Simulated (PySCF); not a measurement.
# FH3NO−, a complex of two parts: interaction energy

An exercise on one series of results from a longer session: the logs are not shown, and one member is left open.

Computed with PySCF 2.14.0; each step states its level. No surroundings beyond the atoms listed, unless a continuum is named. Atoms count from 0, parts from 1.

## Starting point

6 atoms, charge -1, multiplicity 1; geometry: GFN2-xTB. Parts: 1 = atoms 0–4, `NO`, charge 0; 2 = atom 5, `[F-]`, charge -1.

Set-up of the first run:

Job settings and geometry (Å):

```
{"job": {"xc": "PBE0", "basis": "def2-TZVPD", "d3": "d3bj", "grid": 3, "kind": "geom", "shake": 0.01}, "charge": -1, "multiplicity": 1, "parts": [{"atoms": "0-4", "charge": 0, "multiplicity": 1}, {"atoms": "5-5", "charge": -1, "multiplicity": 1}]}
O      0.632622    -0.278535     0.075972
N     -0.423342     0.503474     0.693715
H      0.084797    -0.962741    -0.554543
H     -0.985582    -0.172273     1.164679
H     -0.989794     0.876745    -0.079530
F     -0.790570    -1.773608    -1.270446
```

The run is started by

```sh
> OMP_NUM_THREADS=1 python cluster_run.py task.json out
```

One launch serves the whole session: the jobs run in the order shown.

Steps of the session up to this table: Geometry optimisation at PBE0-D3(BJ)/def2-TZVPD; Coupled-cluster interaction energy: CCSD(T) and MP2, 1.35 Å; Coupled-cluster interaction energy: CCSD(T) and MP2, 1.41 Å; Coupled-cluster interaction energy: CCSD(T) and MP2, 1.48 Å; Coupled-cluster interaction energy: CCSD(T) and MP2, 1.28 Å; Coupled-cluster interaction energy: CCSD(T) and MP2, 1.68 Å; Coupled-cluster interaction energy: CCSD(T) and MP2, 1.21 Å; Coupled-cluster interaction energy: CCSD(T) and MP2, 2.02 Å; Coupled-cluster interaction energy: CCSD(T) and MP2, 2.69 Å.

One of the session's tables, all rows but one given; the rest of the session is left out.

It belongs to the step «Coupled-cluster interaction energy: CCSD(T) and MP2, 2.69 Å». 

| method | interaction energy (kcal/mol) |
| --- | --- |
| HF/aug-cc-pVDZ | -17.89 |
| MP2/aug-cc-pVDZ | -17.74 |
| CCSD/aug-cc-pVDZ | -17.54 |
| CCSD(T)/aug-cc-pVDZ | -17.59 |
| HF/aug-cc-pVQZ | -17.87 |
| MP2/aug-cc-pVQZ | -17.94 |
| SCS-MP2/aug-cc-pVQZ | -17.70 |
| MP2, extrapolated | -17.99 |
| CCSD(T), limit estimate | ? |

Estimate the missing values for CCSD(T), limit estimate.

As computed: interaction energy (kcal/mol): -17.84. In the column «interaction energy (kcal/mol)» it lies between HF/aug-cc-pVQZ (-17.87) and MP2/aug-cc-pVDZ (-17.74).
